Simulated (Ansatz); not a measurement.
# AlBH₂ (singlet): the correlation ladder at angle Al2–B1–H3 = 120.1°, 6-31G

How much of the correlation energy of AlBH₂ (singlet) does each wave-function method recover here?

Computed with Ansatz 0.2.0, Gaussian basis. Level: 6-31G, core rule «outside noble gas», up to 6 orbitals frozen.

To be run: UHF; CCSD(T) on RHF; CCSD(T) on UHF; BCCD(T) on RHF; CISD; CCSDT(Q) on RHF; CCSDT(Q) on UHF; CCSDTQ on RHF; CASSCF and MRCISD+Q, 2 electrons in 2 orbitals; CASSCF and NEVPT2, 2 electrons in 2 orbitals; CASSCF and MRCISD+Q, 8 electrons in 10 orbitals; CASSCF and MRCISD+Q(relaxed), 8 electrons in 10 orbitals; CASSCF and NEVPT2, 8 electrons in 10 orbitals; Full CI.

6 further runs of the same task are left out: 1 for a mislabelled method, 4 that didn't finish, 1 set aside as unsound or not needed.

### Step 1. What is computed

The geometry derives from a PBE0/def2-TZVP stationary point (not a proven minimum). One angle is set to the value named; bond lengths are kept.

4 atoms, charge 0, spin multiplicity 1.

Atoms are counted from 1 here; the program's logs count them from 0.

Bond lengths: B1–Al2 2.055 Å, B1–H3 1.197 Å, Al2–H4 1.595 Å. Angles: Al2–B1–H3 120.1°, B1–Al2–H4 128.5°.

### Step 2. UHF

File in.yaml:

```yaml
crystal:
  periodic: [false, false, false]
  atoms:
    - {symbol: B, position_ang: [0.000000, -0.486807, 1.370899]}
    - {symbol: Al, position_ang: [0.000000, 0.208008, -0.563001]}
    - {symbol: H, position_ang: [0.000000, 0.284919, 2.286135]}
    - {symbol: H, position_ang: [0.000000, -0.631665, -1.919200]}
basis:
  gaussian: {orbitals: 6-31G}
magnetization: {spin_polarized: true, initial_magnetization: 0}
hamiltonian: {xc: hf}
output: {orbitals: {seedname: orbitals}}
```

Command:

```sh
$ ansatz run in.yaml --threads 1 --pin off --events-out ev --progress --plain --max-ram 2393MiB
```

Further steps of the session: CCSD(T) on RHF; CCSD(T) on UHF; BCCD(T) on RHF; CISD; CCSDT(Q) on RHF; CCSDT(Q) on UHF; CCSDTQ on RHF; CASSCF and MRCISD+Q, 2 electrons in 2 orbitals; CASSCF and NEVPT2, 2 electrons in 2 orbitals; CASSCF and MRCISD+Q, 8 electrons in 10 orbitals; CASSCF and MRCISD+Q(relaxed), 8 electrons in 10 orbitals; CASSCF and NEVPT2, 8 electrons in 10 orbitals; Full CI.

Q: Predict the results of all the runs planned. Wanted: FCI below the RHF energy; RMP2 from FCI; UMP2 from FCI; RCCSD from FCI; RCCSD(T) from FCI; UCCSD(T) from FCI; RCCSDT(Q) from FCI; UCCSDT(Q) from FCI; NEVPT2 pair from FCI.

As calculated:

| quantity | value |
| --- | --- |
| FCI below the RHF energy | -3.5310 eV |
| RMP2 from FCI | +1107.2 meV |
| UMP2 from FCI | +1165.3 meV |
| RCCSD from FCI | +166.0 meV |
| RCCSD(T) from FCI | +41.4 meV |
| UCCSD(T) from FCI | +78.4 meV |
| RCCSDT(Q) from FCI | +2.0 meV |
| UCCSDT(Q) from FCI | 0.0 meV |
| NEVPT2 pair from FCI | +725.4 meV |
| MRCISD+Q pair from FCI | +30.9 meV |
| NEVPT2 valence from FCI | +205.5 meV |
| levels within 1 kcal/mol (43 meV) | RCCSD(T), RCCSDT, UCCSDT, RCCSDT(Q), UCCSDT(Q), RCCSDTQ, MRCISD+Q pair, MRCISD valence, MRCISD+Q valence, MRCISD+Q(relaxed) valence |
| T1 diagnostic | 0.031 |
| effectively unpaired electrons | 0.39 |

**Reading.** RCCSD(T) lands +41.4 meV from the yardstick (1.2 % of the correlation energy). CCSD(T) misses by +41.4 meV on the restricted determinant and by +78.4 meV on the unrestricted one; the two need not hold the same state or core. The occupations show some static correlation. Of the multireference levels listed MRCISD+Q(relaxed) valence comes nearest in total energy (-2.0 meV), which doesn't show that its space is the better one. These misses are within one basis, not against nature.
